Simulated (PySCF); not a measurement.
Isomers of C4H4N2 and their computed core-level spectra.

Theory: delta-SCF UKS SCAN, pcX-2 on the ionised atom, pcseg-1 elsewhere, spin-free X2C (PySCF 2.14.0). Geometries: PBE0-D3(BJ)/def2-SVP; isolated species, one conformer each.

Line lists (1s up to Mg, 2p3/2 beyond; areas count atoms within a level, one atom standing for each set equivalent by bonding):
1. C 1s: 292.99 (area 2), 293.29 (area 2) eV; N 1s: 405.77 eV
2. C 1s: 291.49 (area 2), 291.79 (area 2) eV; N 1s: 405.66 eV
3. C 1s: 291.76 eV; N 1s: 405.41 eV
4. C 1s: 292.49 (area 1), 292.58 (area 1), 292.63 (area 1), 292.98 (area 1) eV; N 1s: 405.23 (area 1), 405.97 (area 1) eV

Structures:
A. `c1cnccn1`
B. `c1cnncc1`
C. `N#CC[C@H]1C=N1`
D. `N#CCCC#N`

**Question.** Which list belongs to which compound?

**Answer.** 
- 1 = D: another candidate has the same counts of sites, so positions decide. C 1s: 292.99 nitrile carbon (×2), 293.29 sp3 carbon next to a nitrile (×2); N 1s: 405.77 nitrile nitrogen (×2).
- 2 = B: another candidate has the same counts of sites, so positions decide. C 1s: 291.49 aromatic CH carbon (×2), 291.79 aromatic CH next to a ring nitrogen (×2); N 1s: 405.66 pyridine-type nitrogen (×2).
- 3 = A: no other candidate has these counts of sites. C 1s: 291.76 aromatic CH next to a ring nitrogen (×4); N 1s: 405.41 pyridine-type nitrogen (×2).
- 4 = C: no other candidate has these counts of sites. C 1s: 292.49 nitrile carbon, 292.58 sp3 carbon bound to nitrogen, 292.63 sp3 carbon next to a nitrile, 292.98 C=N carbon; N 1s: 405.23 nitrile nitrogen, 405.97 C=N nitrogen.

1 of these hole states is spin-contaminated (⟨S²⟩ 0.91, against 0.75; counted from 0.85) and less certain.
